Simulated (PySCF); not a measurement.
C2H3Cl, SMILES C=CCl, point group Cs.

Force field and properties: PBE0/pcSseg-1 (PySCF, grid level 2). Vibrational terms come from second-order perturbation theory with semi-diagonal cubic constants, by steps of ±0.6 along the normal coordinates of each isotopologue. The parent has the commonest isotopes.

Equilibrium geometry (Å):

```csv
atom,x,y,z
C1,-0.7100,-0.2021,0.0026
C2,0.5103,0.3021,-0.0576
Cl3,1.9474,-0.6389,0.1779
H4,-1.5638,0.4522,-0.1563
H5,-0.8945,-1.2536,0.2064
H6,0.7231,1.3483,-0.2593
```

An isotope shift is δ(isotopologue) − δ(parent), that is, the negative of the change in the averaged GIAO shielding; n counts bonds from the nearest label (0: the labelled atom itself). These are computed values; those of heavy atoms are rounded to 5 ppb, about the numerical noise. One-bond deuterium shifts of ¹³C at such levels come out too large, by a quarter to a half.

Problem. What isotope shifts arise with ²H at 6?

Solution. 
```json
{"nucleus": "H6", "n": "0", "0 K (ppb)": "-105", "350 K (ppb)": "-99"}
{"nucleus": "C2", "n": "1", "0 K (ppb)": "-300", "350 K (ppb)": "-295"}
{"nucleus": "C1", "n": "2", "0 K (ppb)": "-200", "350 K (ppb)": "-165"}
{"nucleus": "Cl3", "n": "2", "0 K (ppb)": "-1765", "350 K (ppb)": "-1635"}
{"nucleus": "H4", "n": "3", "0 K (ppb)": "-3", "350 K (ppb)": "-2"}
{"nucleus": "H5", "n": "3", "0 K (ppb)": "-7", "350 K (ppb)": "-7"}
```

Problem. What isotope shifts arise with ²H at 4?

Solution. 
| nucleus | n | 0 K (ppb) | 350 K (ppb) |
| --- | --- | --- | --- |
| H4 | 0 | -83 | -78 |
| C1 | 1 | -280 | -265 |
| C2 | 2 | -75 | -55 |
| H5 | 2 | -14 | -14 |
| Cl3 | 3 | -1220 | -950 |
| H6 | 3 | -1 | -1 |

Problem. What isotope shifts arise with ¹³C at 1, ²H at 6?

Solution. 
```tsv
nucleus	n	0 K (ppb)	350 K (ppb)
C1	0	-225	-190
H6	0	-107	-101
C2	1	-335	-330
H4	1	-5	-4
H5	1	-10	-9
Cl3	2	-1860	-1715
```
